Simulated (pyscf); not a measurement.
Optimised with ωB97X-D3(BJ)/def2-SVP in PySCF.

### Question
For Cl–GeH₃ + germane (GeH₄) → digermane (H₃Ge–GeH₃) + hydrogen chloride (HCl), a four-centre exchange (singlet surface; Cl–Ge, Ge–H broken, Ge–Ge, Cl–H formed), PBE/def2-TZVP gives ΔE‡ = 46.7 kcal/mol and ΔE = +8.5 kcal/mol (zero: the separated reactants). In which direction and how far do B3LYP-D3(BJ)/def2-TZVP, M06-2X/def2-TZVP, ωB97M-D3(BJ)/def2-TZVP move these?

### Answer
B3LYP-D3(BJ): ΔE‡ = 51.3 kcal/mol, ΔE = +10.0 kcal/mol; M06-2X: ΔE‡ = 54.1 kcal/mol, ΔE = +13.5 kcal/mol; ωB97M-D3(BJ): ΔE‡ = 55.7 kcal/mol, ΔE = +10.6 kcal/mol. PBE's barrier lies under all of them, by 4.6 to 9.0 kcal/mol. Its reaction energy lies under all of them, by 1.5 to 5.0 kcal/mol. Low barriers are usual for a GGA, whose delocalisation error favours stretched bonds. At the saddle there is also a short Ge–H contact that neither side keeps. This is the saddle that the search found; another between the same sides may lie lower. Elements up to Kr have no core potential and no relativistic terms here.
